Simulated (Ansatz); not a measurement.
Basis-set extrapolation for `C=CCC(F)S` (PBE0-D4/def2-TZVP geometry, frozen core, Ansatz). Multiplicity 1, RHF reference.

```csv
,def2-TZVPP,def2-QZVPP
HF,-652.601087,-652.623687
MP2 correlation,-1.091531,-1.174020
CCSD(T) correlation,-1.190659,not run
```

Energies in hartree. Use E(X) = E(∞) + A·exp(−7.88·√X) for Hartree–Fock and E(X) = E(∞) + B·X^(−2.97) for correlation, with X = 3 and 4, and add CCSD(T) minus MP2 of the smaller set to the MP2 limit.

Problem. What is the CCSD(T) energy at the basis-set limit?

Solution. HF limit: -652.623687 + (-0.022600) × 0.13774 = -652.62680. MP2 limit: -1.174020 + (-0.082489) × 0.74074 = -1.23512. Higher-order term: -1.190659 − (-1.091531) = -0.09913. Total: -653.96105 hartree, 444.5 kJ/mol below CCSD(T)/def2-TZVPP.
